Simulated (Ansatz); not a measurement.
# C2H5N3: up Jacob's ladder to CCSD(T)

One table from this session's results is given with a row withheld; the runs are named, their logs left out.

The runs use Ansatz 0.2.0, Gaussian basis; functionals in def2-TZVPP, the program's frozen cores in correlated methods.

Levels to be run: LDA (SPW92), PBE-D4, revPBE-D4, BLYP-D4, r2SCAN-D4, B97M-V, PBE0-D4, B3LYP-D4, r2SCANh-D4, r2SCAN0-D4, HSE06-D4, BHLYP-D4, CAM-B3LYP-D4, LC-ωPBE, ωB97X-V, ωB97M-V, B2PLYP, PBE-QIDH; CCSD(T)/def2-SVP; CCSD(T)/def2-TZVPP; MP2/def2-QZVPP; extrapolation to the limit; RPA on PBE.

**The relaxed structure**

The geometry comes from an earlier relaxation with PBE0-D4 in a triple-zeta def2 set; it is a stationary point, not always the lowest conformer.

SMILES `N=CN=CN`, 10 atoms, charge 0, spin multiplicity 1.

Atoms are counted from 1 here; the program's logs count them from 0.

Bond lengths: N1–C2 1.264 Å, N1–H6 1.022 Å, C2–N3 1.386 Å, C2–H7 1.100 Å, N3–C4 1.278 Å, C4–N5 1.341 Å, C4–H8 1.097 Å, N5–H9 1.005 Å, N5–H10 1.001 Å. Angles: C2–N1–H6 109.1°, N1–C2–N3 125.6°, N1–C2–H7 117.8°, N3–C2–H7 116.6°, C2–N3–C4 116.0°, N3–C4–N5 122.6°, N3–C4–H8 122.9°, N5–C4–H8 114.4°, C4–N5–H9 119.2°, C4–N5–H10 121.4°, H9–N5–H10 119.4°.

The first run:

Contents of in.yaml:

```yaml
crystal:
  periodic: [false, false, false]
  atoms:
    - {symbol: N, position_ang: [-2.362277, 0.857258, 0.846408]}
    - {symbol: C, position_ang: [-1.112465, 0.705028, 0.732222]}
    - {symbol: N, position_ang: [-0.481116, -0.138965, -0.168543]}
    - {symbol: C, position_ang: [0.796499, -0.149725, -0.125132]}
    - {symbol: N, position_ang: [1.540620, -0.915929, -0.935619]}
    - {symbol: H, position_ang: [-2.834984, 0.257761, 0.167418]}
    - {symbol: H, position_ang: [-0.461906, 1.288208, 1.400932]}
    - {symbol: H, position_ang: [1.374976, 0.465244, 0.575982]}
    - {symbol: H, position_ang: [1.082846, -1.509005, -1.606110]}
    - {symbol: H, position_ang: [2.540705, -0.911073, -0.884758]}
basis:
  gaussian: {orbitals: def2-TZVPP}
hamiltonian: {xc: lda}
output: {orbitals: {seedname: orbitals}}
```

Run with:

```sh
$ ansatz run in.yaml --threads 2 --pin off --events-out ev --progress --plain --max-ram 4352MiB
```

Steps of the session up to this table: LDA; PBE-D4 (GGA); revPBE-D4 (GGA); BLYP-D4 (GGA); r2SCAN-D4 (meta-GGA); B97M-V (meta-GGA); PBE0-D4 (hybrid); B3LYP-D4 (hybrid); r2SCANh-D4 (hybrid); r2SCAN0-D4 (hybrid); HSE06-D4 (hybrid); BHLYP-D4 (hybrid); CAM-B3LYP-D4 (range-separated); LC-ωPBE (range-separated); ωB97X-V (range-separated); ωB97M-V (range-separated); B2PLYP (double hybrid); PBE-QIDH (double hybrid).

One of the session's tables, all rows but one given; the rest of the session is left out.

It belongs to the step «Orbital energies across the functionals». 

```
  functional  HOMO (eV)  gap (eV)
 LDA (SPW92)      -5.98      4.24
      PBE-D4      -5.88      4.41
   revPBE-D4      -5.80      4.43
     BLYP-D4      -5.74      4.39
   r2SCAN-D4      -6.08      4.79
      B97M-V      -6.07      4.92
     PBE0-D4      -6.99      6.53
    B3LYP-D4      -6.78      6.08
  r2SCANh-D4      -6.50      5.58
  r2SCAN0-D4      -7.14      6.79
    HSE06-D4      -6.60      5.76
    BHLYP-D4      -7.99      8.70
CAM-B3LYP-D4          ?         ?
     LC-ωPBE      -9.59     11.41
     ωB97X-V      -9.21     11.00
     ωB97M-V      -9.13     10.85
```

Estimate the missing values for CAM-B3LYP-D4.

**Answer.** HOMO (eV): -8.28; gap (eV): 8.95. In the column «HOMO (eV)» it lies between ωB97M-V (-9.13) and BHLYP-D4 (-7.99).
